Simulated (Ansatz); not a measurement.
# AlP+ (doublet): the correlation ladder, def2-TZVPP

One table from this session's results is given with a row withheld; the runs are named, their logs left out.

Program: Ansatz 0.2.0, Gaussian basis. Level of theory: def2-TZVPP, core rule «outside noble gas», up to 10 orbitals frozen. These are calculated values, not measurements.

The runs, in order: UHF; ROHF; CCSD(T) on UHF.

2 further runs of the same task are left out: 2 set aside as unsound or not needed.

**What is computed**

The geometry is a PBE0/def2-TZVP stationary point (not a proven minimum) of the parent state, kept for this charge and spin.

2 atoms, charge 1, spin multiplicity 2.

Atoms are counted from 1 here; the program's logs count them from 0.

Bond lengths: Al1–P2 2.208 Å.

Set-up of the first run:

in.yaml

```yaml
crystal:
  periodic: [false, false, false]
  atoms:
    - {symbol: Al, position_ang: [0.000000, 0.000000, 0.000000]}
    - {symbol: P, position_ang: [0.000000, 0.000000, 2.208000]}
basis:
  gaussian: {orbitals: def2-TZVPP}
total_charge: 1
magnetization: {spin_polarized: true, initial_magnetization: 1}
hamiltonian: {xc: hf}
output: {orbitals: {seedname: orbitals}}
```

Launch:

```bash
$ ansatz run in.yaml --threads 1 --pin off --events-out ev --progress --plain --max-ram 4096MiB --backend cpu
```

Among the steps run: UHF; ROHF; CCSD(T) on UHF.

One of the session's tables, all rows but one given; the rest of the session is left out.

```
  method  from UCCSD(T) (kcal/mol)
    ROHF                   +137.54
     UHF                         ?
    UMP2                    +23.09
   UCCSD                     +4.75
UCCSD(T)                         0
```

Estimate the missing values for UHF.

The run gave: from UCCSD(T) (kcal/mol): +95.51. In the column «from UCCSD(T) (kcal/mol)» it lies between UMP2 (+23.09) and ROHF (+137.54).

The program flags UCCSD(T) as in doubt (see the logs), so the zero of the table is itself unsure.

Limits of these values: The determinant is far from a pure spin state, so its energy mixes those of several spin states (harmless only where they are near-degenerate, as at dissociation). The program flags UCCSD(T) as in doubt, so the zero of the table is itself unsure.
